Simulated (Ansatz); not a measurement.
The input, for Ansatz 0.2.0:

```yaml
crystal:
  periodic: [false, false, false]
  atoms:
    - {symbol: Ga, position_ang: [0.000000, -0.017918, -0.064918]}
    - {symbol: H, position_ang: [0.000000, 2.295630, 3.124298]}
    - {symbol: H, position_ang: [0.000000, -1.056170, 1.366308]}
basis:
  gaussian: {orbitals: cc-pVTZ}
total_charge: 1
magnetization: {spin_polarized: false, initial_magnetization: 2}
correlation: {method: fic_mrcisd_q, electrons: outside_noble_gas, active_space: {window: {electrons: 4, orbitals: 4}}}
```

```sh
$ ansatz run in.yaml --threads 1 --pin off --events-out ev --progress --plain --max-ram 2393MiB
```

Question: Roughly how long does this take on 1 thread of Intel Xeon Platinum 8259CL, shared host, and how much host memory?

Answer: 3 s wall and 0.19 GiB.

```
427 factors; integrals over basis functions are off by at most 9.7e-4 eV
mean field evaluation 1: about -52355.6263 eV, gradient 6.4e0 eV
mean field evaluation 2: about -52355.6263 eV, gradient 6.4e0 eV
mean field evaluation 4: about -52356.1604 eV, gradient 8.5e-1 eV
mean field evaluation 8: about -52356.1749 eV, gradient 2.1e-1 eV
mean field evaluation 16: about -52356.1814 eV, gradient 2.5e-6 eV
mean field -52356.18139645 eV, -1924.0541780251 hartree, gradient 2.5e-6 eV, S^2 2.000000; 2 other end points of the search recorded, 0 dependent functions left out
reference -52356.18139645 eV, -1924.0541780251 hartree; 17, 15 occupied and 54, 56 virtual orbitals, 427 factors
state -52356.90142824 eV, -1924.0806387053 hartree
contracted CI cycle   1: correlation 0.00000000 eV, 0.0000000000 hartree, residual 6.12e0 eV
contracted CI cycle   2: correlation -0.73001123 eV, -0.0268274178 hartree, residual 1.96e0 eV
contracted CI cycle   3: correlation -0.79426779 eV, -0.0291888028 hartree, residual 5.92e-1 eV
contracted CI cycle   4: correlation -0.80046697 eV, -0.0294166184 hartree, residual 2.11e-1 eV
contracted CI cycle   5: correlation -0.80119023 eV, -0.0294431980 hartree, residual 6.81e-2 eV
contracted CI cycle   6: correlation -0.80126266 eV, -0.0294458598 hartree, residual 2.05e-2 eV
contracted CI cycle   7: correlation -0.80126914 eV, -0.0294460976 hartree, residual 6.37e-3 eV
contracted CI cycle   8: correlation -0.80126971 eV, -0.0294461188 hartree, residual 1.65e-3 eV
contracted CI cycle   9: correlation -0.80126975 eV, -0.0294461202 hartree, residual 4.48e-4 eV
state -52356.90142824 eV, -1924.0806387053 hartree; corrected -52357.72547791 eV, -1924.1109219722 hartree
Total energy: -52357.72547791 eV, -1924.1109219722 hartree
```

For the same geometry and basis full CI lies 5.9 meV higher.
